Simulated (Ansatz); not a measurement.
`CC(F)CO` + H₂O → `CC(O)CO` + H–F  (formal hydrolysis of a C–F bond)

Isolated molecules relaxed with PBE0-D4/def2-TZVP in Ansatz; ΔE leaves out vibrations. CCSD(T)/CBS is the MP2 limit (def2-TZVPP, def2-QZVPP) plus CCSD(T) − MP2 in def2-TZVPP, frozen cores. This one scheme is used for every species. DFT in def2-TZVPP. Each species was taken in one conformer, which may not be the lowest.

`CC(F)CO`:

Cartesian coordinates in Å:
```
C -0.477 -0.658 -1.288
C -0.395 0.315 -0.143
F -1.511 0.136 0.686
C 0.828 0.135 0.723
O 0.872 1.057 1.781
H -1.410 -0.523 -1.837
H -0.434 -1.687 -0.924
H 0.353 -0.498 -1.979
H -0.445 1.352 -0.493
H 1.724 0.297 0.119
H 0.851 -0.902 1.090
H 0.044 0.976 2.264
```

H₂O:

Cartesian coordinates in Å:
```
O 0.350 0.067 0.157
H 0.159 -0.336 -0.692
H -0.508 0.269 0.536
```

`CC(O)CO`:

Z-matrix (Å, degrees):
```
C
C 1 1.509
H 1 1.092 2 111.0
H 1 1.091 2 110.0 3 -120.0
H 1 1.093 2 110.4 3 120.8
O 2 1.411 1 108.2 3 177.9
C 2 1.513 1 112.0 3 -60.8
H 2 1.102 1 109.5 3 58.4
H 6 0.964 2 106.2 1 169.1
O 7 1.417 2 107.0 1 -177.8
H 7 1.098 2 110.0 1 61.3
H 7 1.098 2 108.9 1 -57.8
H 10 0.959 7 109.2 2 165.4
```

H–F:

Cartesian coordinates in Å:
```
F -0.280 -0.012 -0.365
H 0.280 0.012 0.365
```

```tsv
level	ΔE (kJ/mol)	difference from CCSD(T)/CBS
PBE-D4	8.2	4.8
BHLYP-D4	10.0	6.6
ωB97M-V	8.8	5.4
BLYP	16.9	13.5
HF/def2-SVP	12.4	9.0
MP2/def2-SVP	-2.3	-5.7
HF/def2-TZVPP	15.7	12.3
HF/def2-QZVPP	15.9	12.5
MP2/CBS(def2)	-1.4	-4.8
CCSD/CBS(def2)	4.7	1.3
CCSD(T)/CBS	3.4	0
```

Largest T1 diagnostic among the species: 0.010.

In def2-TZVPP, CCSD(T) changes the Hartree–Fock value by −12.7 kJ/mol (the triples alone add −1.3 kJ/mol) and MP2 by −17.5 kJ/mol. From BLYP to BHLYP (50 % exact exchange), in def2-TZVPP and without D4, ΔE moves by −4.2 kJ/mol. The D4 term adds −3.8 kJ/mol with B3LYP and −2.0 kJ/mol with PBE0; it sums over pairs of atoms, weighted by their polarisabilities, and B3LYP, whose exchange is more repulsive, gets the larger term.

CCSD(T)/CBS has its own doubt, a few kJ/mol and more with outer-core shells, so smaller differences from it don't rank the levels.

B3LYP here is the variant with VWN-RPA as its local correlation; programs differ in this.
